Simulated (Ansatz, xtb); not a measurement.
Molecule: NH4, net charge 1, singlet state. SMILES: [NH4+]
Geometry from a B3LYP-D3(BJ)/def2-TZVP (Ansatz, a quantum-chemistry and plane-wave program) optimisation:
```xyz
5

N      0.0000     0.0000     0.0000
H      0.0143     0.9619    -0.3540
H      0.8334    -0.4977    -0.3293
H     -0.8403    -0.4774    -0.3416
H     -0.0074     0.0132     1.0249
```
Charge +1, spin multiplicity 1.

Harmonic wavenumbers from GFN2-xTB (xtb, at its own minimum), cm⁻¹: 1339, 1339, 1340, 1420, 1420, 3267, 3267, 3268, 3309.

**Question.** Give the harmonic wavenumbers at B3LYP-D3(BJ)/def2-TZVP (Ansatz, finite differences of forces, unscaled).

**Answer.** 1486, 1486, 1486, 1720, 1720, 3362, 3461, 3461, 3461 cm⁻¹. Zero-point energy 30.9 kcal/mol.

**Question.** From these and the geometry, give the ideal-gas thermochemistry at 298.15 K and 1 atm (rigid rotor, harmonic oscillator).

**Answer.** Point group Td, rotational symmetry number 12. Rotational constants 178.9, 178.9, 178.9 GHz. S(trans) 34.61, S(rot) 9.75, S(vib) 0.05, S(elec, spin only) 0.00, S 44.4 cal/(mol K). H(298) - H(0) 2.38 kcal/mol; G - E(el) 20.1 kcal/mol.
